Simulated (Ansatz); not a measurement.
## W (Pm-3n)

Method: DFT PBEsol, scalar-relativistic, plane waves, PAW (Ansatz 0.2.0).

Cutoff 420 eV; k points 8×8×8 on the computed 8-atom cell (Γ-centred); Gaussian smearing, width 0.10 eV; no spin polarisation.

The structure is relaxed at this level of theory with its symmetry kept. This form isn't the element's structure at ambient conditions.

```cif
data_structure
_symmetry_space_group_name_H-M 'Pm-3n'
_symmetry_Int_Tables_number 223
_cell_length_a 5.0320
_cell_length_b 5.0320
_cell_length_c 5.0320
_cell_angle_alpha 90.000
_cell_angle_beta 90.000
_cell_angle_gamma 90.000
_cell_volume 127.42
loop_
_atom_site_label
_atom_site_type_symbol
_atom_site_symmetry_multiplicity
_atom_site_Wyckoff_symbol
_atom_site_fract_x
_atom_site_fract_y
_atom_site_fract_z
_atom_site_occupancy
W1 W 2 a 0.00000 0.00000 0.00000 1
W2 W 6 c 0.00000 0.50000 0.25000 1
```

```
Space group                                                       : Pm-3n (No. 223)
Volume per atom                                                   : 15.93 Å³
Formation energy from the elements' standard states (uncorrected) : +0.094 eV/atom
Kohn–Sham band gap                                                : none (metal)
Density of states at the Fermi level                              : 2.59 states/eV per cell
Löwdin character within 0.5 eV of the Fermi level                 : W 5d 90 %, unprojected 4 %
Bulk modulus                                                      : 318 GPa
Its pressure derivative                                           : 4.2
Bader charges (e)                                                 : W (2 in the cell) -0.21, W (6 in the cell) 0.07
```

Spin-orbit coupling is left out, which matters for the bands of heavy elements.